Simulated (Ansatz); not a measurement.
Geometry optimisation, RKS PBE0-D4/def2-SVP in Ansatz 0.2.0.

input.yaml

```yaml
crystal:
  periodic: [false, false, false]
  atoms:
    - { symbol: B, position_ang: [0.059504, -0.197439, 0.232595] }
    - { symbol: "N", position_ang: [-0.005105, -0.299699, 1.706634] }
    - { symbol: H, position_ang: [-0.824407, -0.598183, 2.215078] }
    - { symbol: H, position_ang: [0.831412, -0.280685, 2.274501] }
    - { symbol: H, position_ang: [1.12448, 0.041095, -0.28627] }
    - { symbol: O, position_ang: [-1.011916, -0.383271, -0.58584] }
    - { symbol: H, position_ang: [-1.830353, -0.581123, -0.121744] }
    - { symbol: H, position_ang: [-0.361055, 2.162961, 0.362655] }
    - { symbol: H, position_ang: [-0.24376, 1.845144, 0.996291] }
basis:
  gaussian: { orbitals: def2-SVP }
hamiltonian:
  xc: pbe0
  dispersion: d4
relax:
  f_tol: 0.03
  max_steps: 50
```

Run as:

```bash
$ ansatz run input.yaml --threads 1 --pin off --max-ram 2048MiB --backend cpu --events-out ev --progress --plain --runs-dir out
```

Where does it end, and by what steps?

It converged. The force dipped under the threshold on the way, but the program's further checks kept it going. After 16 steps the energy has fallen by 0.342 eV; H8 moved furthest, 1.39 Å.

| step | energy less start (eV) | largest force component (eV/Å) | accepted |
| --- | --- | --- | --- |
| 0 | 0.0000 | 2.065 | yes |
| 1 | -0.2143 | 1.035 | yes |
| 2 | -0.2810 | 0.271 | yes |
| 3 | -0.3050 | 0.177 | yes |
| 4 | -0.2976 | 0.534 | no |
| 5 | -0.3106 | 0.044 | yes |
| 6 | -0.3153 | 0.105 | yes |
| 7 | -0.3187 | 0.337 | yes |
| 8 | -0.3230 | 0.388 | yes |
| 9 | -0.3322 | 0.083 | yes |
| 10 | -0.3355 | 0.283 | yes |
| 11 | -0.3380 | 0.169 | yes |
| 12 | -0.3403 | 0.009 | yes |
| 13 | -0.3413 | 0.050 | yes |
| 14 | -0.3416 | 0.073 | yes |
| 15 | -0.3417 | 0.033 | yes |
| 16 | -0.3418 | 0.007 | yes |

```xyz
9
Properties=species:S:1:pos:R:3
B 0.094 -0.708 0.131
N -0.035 -0.207 1.442
H -0.903 -0.144 1.958
H 0.771 0.082 1.977
H 1.192 -0.759 -0.373
O -0.953 -1.145 -0.627
H -1.806 -1.086 -0.187
H -0.353 3.215 1.267
H -0.268 2.460 1.206
```

Time of the run: 35 s on 1 thread of Arm Neoverse V1, with other jobs on the host, peak memory 0.14 GiB.
